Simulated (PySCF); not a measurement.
Method: TPSSh-D3(BJ)/def2-TZVP // B3LYP-D3(BJ)/def2-TZVP run with PySCF. Gas-phase values, no solvent. One relaxed conformer stands for a flexible species; it need not be the lowest. Excitations are Tamm–Dancoff values on a coarser integration grid. The basis has no diffuse functions, so Rydberg states are missing or too high.

Reference species (SMILES): `F[Si](F)(F)F` (neutral, multiplicity 1).

| Quantity | Result |
|---|---|
| S1 excitation (TDA) | 10.94 eV |
| HOMO–LUMO gap | 11.64 eV |
| S1 oscillator strength | 0.000 |
| HOMO | -11.58 eV |

After one change: the S1 excitation (TDA) drops by 3.20 eV; the HOMO–LUMO gap drops by 3.37 eV; the S1 oscillator strength stays essentially unchanged; the HOMO increases by 3.47 eV.

Q: Name the change that produced these shifts. The new species is one of these.
A. `O[Si](O)(O)O`
B. `O[Si](O)(O)F`
C. `O[Si](O)(F)F` (H–O–Si–F torsion 43°, F–Si–O–H torsion 85°)
D. `O[Si](F)(F)F`

A: A, `O[Si](O)(O)O`
